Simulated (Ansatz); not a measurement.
## Other spins and charges of Cl–AlH–Ga, triplet at one geometry

Geometry (PBE0/def2-TZVP stationary point for this spin, not checked as a minimum):

```yaml
atoms:
  - { symbol: Cl, position_ang: [0.0000, -0.4541, 2.3879] }
  - { symbol: Al, position_ang: [0.0000, 0.8977, 0.7689] }
  - { symbol: Ga, position_ang: [0.0000, -0.1522, -1.5257] }
  - { symbol: H, position_ang: [0.0000, 2.4672, 0.9650] }
```

Basis cc-pVDZ; Ansatz 0.2.0. Only valence electrons are correlated (noble-gas cores and the filled d shells of p-block atoms frozen). R marks a restricted (for open shells ROHF) determinant, U an unrestricted one. No spin–orbit coupling is included, and no scalar relativity.

Gaps are energies of the second state less the first, at fixed atoms, for a selection of the levels run; each method lands on the state that its own search finds for that charge and spin.

For open shells CISD is restricted-active-space CI with the open shells as a complete middle space.

Removing an electron, to the doublet: 6.572 eV at UCCSDT(Q).

```csv
level,gap (eV),error (meV)
UHF,6.231,-341
UMP2,6.526,-46
CISD,6.494,-78
UCCSD,6.549,-23
UCCSD(T),6.565,-7
BCCD(T),6.562,-10
UCCSDT,6.572,0
PBE,6.743,171
r2SCAN,6.918,346
PBE0,6.788,216
B3LYP,6.694,122
wB97M-V,6.570,-2
B2PLYP,6.566,-6
PBE-QIDH,6.740,168
RPA-PBE,6.686,114
```

In so small a basis the reference is far from its limit while semilocal and hybrid functionals are nearer theirs (RPA and double hybrids share part of the reference's basis error), so the functionals' errors here hold much of the reference's basis and frozen-core error, which can add to them or hide them.

Full CI isn't at hand for all of this; UCCSDT(Q) serves as the reference, and is uncertain by the last step of the cluster series or more. The frozen core follows each run's orbitals, which can shift R against U totals by a few meV for light atoms and by up to 0.1 eV past Ca.
